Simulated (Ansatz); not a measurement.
Ansatz (a first-principles code) input (B3LYP-D3(BJ)/def2-TZVP):

Ansatz 0.2 input:
```yaml
crystal:
  periodic: [false, false, false]
  atoms:
    - {symbol: F, position_ang: [-0.00000000, -0.00000000, -0.10164744]}
    - {symbol: H, position_ang: [0.00000000, 0.00000000, 0.91482694]}
basis:
  gaussian:
    orbitals: def2-TZVP
hamiltonian:
  xc: b3lyp
  dispersion: d3bj
total_charge: 1
magnetization: {spin_polarized: true, initial_magnetization: 1}
phonons: {temperatures: {t_min: 298.15, t_max: 298.15, t_step: 100}}
```

Output:

```
Functional definition: B3LYP
integrals: 0.00 GiB planned
200 factors; their error is unknown
mean field: 0.07 GiB planned
mean field evaluation 1: about -2713.2927 eV, gradient 4.5e1 eV
mean field evaluation 2: about -2711.7710 eV, gradient 5.0e1 eV
mean field evaluation 4: about -2718.4224 eV, gradient 2.5e-1 eV
mean field evaluation 8: about -2718.4311 eV, gradient 2.0e-3 eV
mean field -2718.43114032 eV, -99.9005017881 hartree, gradient 5.0e-5 eV, S^2 0.751985; 0 other end points of the search recorded, 0 dependent functions left out
the calculation of the forces begins
reference -2718.43122766 eV, -99.9005049975 hartree; 5, 4 occupied and 32, 33 virtual orbitals, 200 factors
these checks for a lower state are left out or cut short: stability, starts, cluster_reference, orbital_swaps, neighbouring_geometries, increment
integrals: 0.00 GiB planned
200 factors; their error is unknown
mean field: 0.07 GiB planned
mean field evaluation 16: about -2718.4311 eV, gradient 6.4e-5 eV
mean field -2718.43114032 eV, -99.9005017881 hartree, gradient 8.5e-7 eV, S^2 0.751985; 0 other end points of the search recorded, 0 dependent functions left out
the calculation of the forces begins
reference -2718.43122766 eV, -99.9005049975 hartree; 5, 4 occupied and 32, 33 virtual orbitals, 200 factors
these checks for a lower state are left out or cut short: stability, starts, cluster_reference, orbital_swaps, neighbouring_geometries, increment
integrals: 0.00 GiB planned
200 factors; their error is unknown
mean field: 0.07 GiB planned
mean field -2718.43114032 eV, -99.9005017881 hartree, gradient 8.5e-7 eV, S^2 0.751985; 0 other end points of the search recorded, 0 dependent functions left out
the calculation of the forces begins
reference -2718.43122766 eV, -99.9005049975 hartree; 5, 4 occupied and 32, 33 virtual orbitals, 200 factors
these checks for a lower state are left out or cut short: stability, starts, cluster_reference, orbital_swaps, neighbouring_geometries, increment
integrals: 0.00 GiB planned
200 factors; their error is unknown
mean field: 0.07 GiB planned
mean field evaluation 32: about -2718.4311 eV, gradient 5.0e-7 eV
mean field -2718.43114032 eV, -99.9005017881 hartree, gradient 2.4e-7 eV, S^2 0.751985; 0 other end points of the search recorded, 0 dependent functions left out
the calculation of the forces begins
reference -2718.43122766 eV, -99.9005049975 hartree; 5, 4 occupied and 32, 33 virtual orbitals, 200 factors
these checks for a lower state are left out or cut short: stability, starts, cluster_reference, orbital_swaps, neighbouring_geometries, increment
integrals: 0.00 GiB planned
200 factors; their error is unknown
mean field: 0.07 GiB planned
mean field -2718.43114032 eV, -99.9005017881 hartree, gradient 2.4e-7 eV, S^2 0.751985; 0 other end points of the search recorded, 0 dependent functions left out
the calculation of the forces begins
reference -2718.43122766 eV, -99.9005049975 hartree; 5, 4 occupied and 32, 33 virtual orbitals, 200 factors
these checks for a lower state are left out or cut short: stability, starts, cluster_reference, orbital_swaps, neighbouring_geometries, increment
integrals: 0.00 GiB planned
200 factors; their error is unknown
mean field: 0.07 GiB planned
mean field -2718.43104227 eV, -99.9004981845 hartree, gradient 2.8e-6 eV, S^2 0.751976; 0 other end points of the search recorded, 0 dependent functions left out
the calculation of the forces begins
reference -2718.43112951 eV, -99.9005013908 hartree; 5, 4 occupied and 32, 33 virtual orbitals, 200 factors
these checks for a lower state are left out or cut short: stability, starts, cluster_reference, orbital_swaps, neighbouring_geometries, increment
integrals: 0.00 GiB planned
200 factors; their error is unknown
mean field: 0.07 GiB planned
mean field -2718.43104269 eV, -99.9004982001 hartree, gradient 2.8e-6 eV, S^2 0.751993; 0 other end points of the search recorded, 0 dependent functions left out
the calculation of the forces begins
reference -2718.43113011 eV, -99.9005014127 hartree; 5, 4 occupied and 32, 33 virtual orbitals, 200 factors
these checks for a lower state are left out or cut short: stability, starts, cluster_reference, orbital_swaps, neighbouring_geometries, increment
integrals: 0.00 GiB planned
200 factors; their error is unknown
mean field: 0.07 GiB planned
mean field evaluation 64: about -2718.4311 eV, gradient 8.5e-7 eV
mean field -2718.43114032 eV, -99.9005017881 hartree, gradient 8.5e-7 eV, S^2 0.751985; 0 other end points of the search recorded, 0 dependent functions left out
the calculation of the forces begins
reference -2718.43122766 eV, -99.9005049975 hartree; 5, 4 occupied and 32, 33 virtual orbitals, 200 factors
these checks for a lower state are left out or cut short: stability, starts, cluster_reference, orbital_swaps, neighbouring_geometries, increment
integrals: 0.00 GiB planned
200 factors; their error is unknown
mean field: 0.07 GiB planned
mean field -2718.43114032 eV, -99.9005017881 hartree, gradient 8.5e-7 eV, S^2 0.751985; 0 other end points of the search recorded, 0 dependent functions left out
the calculation of the forces begins
reference -2718.43122766 eV, -99.9005049975 hartree; 5, 4 occupied and 32, 33 virtual orbitals, 200 factors
these checks for a lower state are left out or cut short: stability, starts, cluster_reference, orbital_swaps, neighbouring_geometries, increment
integrals: 0.00 GiB planned
200 factors; their error is unknown
mean field: 0.07 GiB planned
mean field -2718.43114032 eV, -99.9005017881 hartree, gradient 2.4e-7 eV, S^2 0.751985; 0 other end points of the search recorded, 0 dependent functions left out
the calculation of the forces begins
reference -2718.43122766 eV, -99.9005049975 hartree; 5, 4 occupied and 32, 33 virtual orbitals, 200 factors
these checks for a lower state are left out or cut short: stability, starts, cluster_reference, orbital_swaps, neighbouring_geometries, increment
integrals: 0.00 GiB planned
200 factors; their error is unknown
mean field: 0.07 GiB planned
mean field -2718.43114032 eV, -99.9005017881 hartree, gradient 2.4e-7 eV, S^2 0.751985; 0 other end points of the search recorded, 0 dependent functions left out
the calculation of the forces begins
reference -2718.43122766 eV, -99.9005049975 hartree; 5, 4 occupied and 32, 33 virtual orbitals, 200 factors
these checks for a lower state are left out or cut short: stability, starts, cluster_reference, orbital_swaps, neighbouring_geometries, increment
integrals: 0.00 GiB planned
200 factors; their error is unknown
mean field: 0.07 GiB planned
mean field -2718.43104269 eV, -99.9004982001 hartree, gradient 2.8e-6 eV, S^2 0.751993; 0 other end points of the search recorded, 0 dependent functions left out
the calculation of the forces begins
reference -2718.43113011 eV, -99.9005014127 hartree; 5, 4 occupied and 32, 33 virtual orbitals, 200 factors
these checks for a lower state are left out or cut short: stability, starts, cluster_reference, orbital_swaps, neighbouring_geometries, increment
integrals: 0.00 GiB planned
200 factors; their error is unknown
mean field: 0.07 GiB planned
mean field evaluation 96: about -2718.4310 eV, gradient 1.3e-1 eV
mean field -2718.43104227 eV, -99.9004981845 hartree, gradient 2.8e-6 eV, S^2 0.751976; 0 other end points of the search recorded, 0 dependent functions left out
the calculation of the forces begins
reference -2718.43112951 eV, -99.9005013908 hartree; 5, 4 occupied and 32, 33 virtual orbitals, 200 factors
Total energy: -2718.43613063 eV, -99.9006851783 hartree
Atom 0 at    -0.000000    -0.000000    -0.101647 Å, force     0.000000    -0.000000     0.000022 eV/Å
Atom 1 at     0.000000     0.000000     0.914827 Å, force    -0.000000     0.000000    -0.000022 eV/Å
Dipole moment:     0.000000     0.000000     0.501796 e Å
Vibrations: 2982.47 cm⁻¹, zero-point energy 0.184890 eV
```
